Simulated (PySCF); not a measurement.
Molecule: `P(=S)([S-])([S-])[S-]`, [PS4]3-.

Geometry:
```csv
atom,x (Å),y (Å),z (Å)
S1,0.090,-0.289,2.138
P2,0.031,0.060,0.066
S3,-0.187,2.121,-0.291
S4,1.817,-0.622,-0.809
S5,-1.598,-0.967,-0.776
```

Total charge -3.

Geometry PBE0-D3(BJ)/def2-SVP throughout; GIAO in PySCF 2.14.0 with density-fitted response routines, gas phase, one conformer, non-relativistic; equivalent atoms averaged; basis pcSseg-2.

Problem. How do the absolute shieldings σ depend on the functional? (ppm; last column core-seconds on 1 thread of an Arm Neoverse V1, shared host; the GGAs took longer than the global hybrids here, which isn't the general rule, and the cause wasn't traced)

Solution. 
```csv
functional,kind,S1/S3/S4/S5,P2,core-s
HF,Hartree–Fock,421.7,166.5,12
LDA,LDA,120.6,69.6,17
PBE,GGA,187.6,103.9,22
BLYP,GGA,157.4,65.7,21
BP86,GGA,175.2,94.5,21
OPBE,GGA,275.3,166.4,21
KT2,GGA,202.4,147.1,22
KT3,GGA,247.9,158.3,21
B97-D,GGA,200.4,104.0,22
B3LYP,global hybrid,220.4,71.2,18
PBE0,global hybrid,263.4,110.5,17
mPW1PW91,global hybrid,259.2,105.0,18
```

Problem. Which nucleus moves most, in ppm?

Solution. S1/S3/S4/S5 (sulfur bonded to P): from 120.6 ppm with LDA to 421.7 ppm with HF. The smallest spread is 100.9 ppm, at P2.
